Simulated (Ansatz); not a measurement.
## Heat of formation of CHCl3 (chloroform) from total energies

CHCl3 has 5 atoms, charge 0, and is taken as a singlet. SMILES: `ClC(Cl)Cl`. Geometry: relaxed at PBE0-D4/def2-TZVP.

```xyz
5

Cl   -0.6715    0.3932    1.5452
C     0.0501    0.0869   -0.0295
Cl    1.2339   -1.2115    0.0564
Cl   -1.1825   -0.2568   -1.2365
H     0.5700    0.9881   -0.3357
```

Total energies at B2PLYP/6-311+G**, 16 core orbitals frozen (Ansatz 0.2.0); the atoms run unrestricted:

```
species    state   energy (Eh)
  CHCl3  singlet  -1418.855359
     Cl  doublet   -460.005603
      C  triplet    -37.821412
      H  doublet     -0.498614
```

Harmonic wavenumbers at PBE0-D4/def2-TZVP, in cm⁻¹: 261, 261, 371, 685, 781, 781, 1237, 1237, 3179.

Measured heats of formation of the gaseous atoms at 298.15 K, in kJ/mol: Cl 121.3, C 716.9, H 218.0. Spin-orbit lowering of the atoms at 298 K (mean of the ground term's levels less their thermal mean, from spectra), in kJ/mol: Cl 3.44, C 0.02. Take 1 Eh = 2625.50 kJ/mol, 1 cm⁻¹ = 0.0119627 kJ/mol, RT = 2.479 kJ/mol.

Task: What heat of formation follows?

Result: 
1. Electronic atomisation energy: 3 × (-460.005603) + (-37.821412) + (-0.498614) − (-1418.855359) = 0.518524 Eh = 1361.4 kJ/mol.
2. Zero-point energy: half the sum of the wavenumbers, 4396.5 cm⁻¹ = 52.6 kJ/mol.
3. Thermal vibrational enthalpy, Σ hcν̃/(exp(hcν̃/kT) − 1): 4.2 kJ/mol. Translation, rotation and pV of a non-linear molecule: 4 RT = 9.9 kJ/mol.
4. The 5 free atoms carry 5/2 RT each: 31.0 kJ/mol.
5. Spin-orbit coupling lowers the free atoms by 3 × 3.44 + 0.02 = 10.3 kJ/mol.
6. Atomisation enthalpy at 298 K: 1361.4 − 10.3 − 52.6 − 4.2 − 9.9 + 31.0 = 1315.4 kJ/mol.
7. Sum of the atoms' heats of formation: 1298.8 kJ/mol. Heat of formation: 1298.8 − 1315.4 = -16.6 kJ/mol.

The tabulated value is -103.5 kJ/mol (Active Thermochemical Tables), so this level is off by +86.9 kJ/mol, or 6.2 % of the atomisation enthalpy that the table implies (1402.3 kJ/mol). Anharmonicity and any spin-orbit splitting of the molecule are left out, and cores are frozen in the wave-function part.
